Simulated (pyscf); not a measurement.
PySCF, gas phase, ωB97X-D3(BJ)/def2-SVP geometries. MP2 and CC: frozen core, UHF for open shells. ΔMP2 is the change of the MP2 total energy from the triple- to the quadruple-zeta basis.

### Question
PBE/def2-TZVP puts the barrier of H₃C–CH₂–SH -> H₂S + ethylene (H₂C=CH₂) (elimination; singlet surface; C–S, C–H broken, H–S formed) at 2.72 eV and the reaction energy at +1.06 eV, from the reactant's lowest minimum found. What do r²SCAN/def2-TZVP, ωB97M-D3(BJ)/def2-TZVP, CCSD(T)/def2-TZVPP + ΔMP2(QZVPP) give on the same structures?

### Answer
r²SCAN: ΔE‡ = 2.90 eV, ΔE = +1.10 eV; ωB97M-D3(BJ): ΔE‡ = 3.24 eV, ΔE = +1.04 eV; CCSD(T): ΔE‡ = 3.11 eV, ΔE = +0.99 eV. PBE's barrier lies under all of them, by 0.18 to 0.52 eV. Its reaction energy lies among theirs. Low barriers are usual for a GGA, whose delocalisation error favours stretched bonds. On the reactant side the descent ends in a point that may be a rotor saddle (no frequency run), 0.15 eV over the lowest minimum found and 3.24 eV under the saddle at ωB97X-D3(BJ)/def2-TZVP. At ωB97X-D3(BJ)/def2-TZVP the barrier from the zero used here is 3.39 eV. This is the saddle that the search found; another between the same sides may lie lower. The CCSD(T) − MP2 part came from Ansatz, without density fitting, on the same reference.
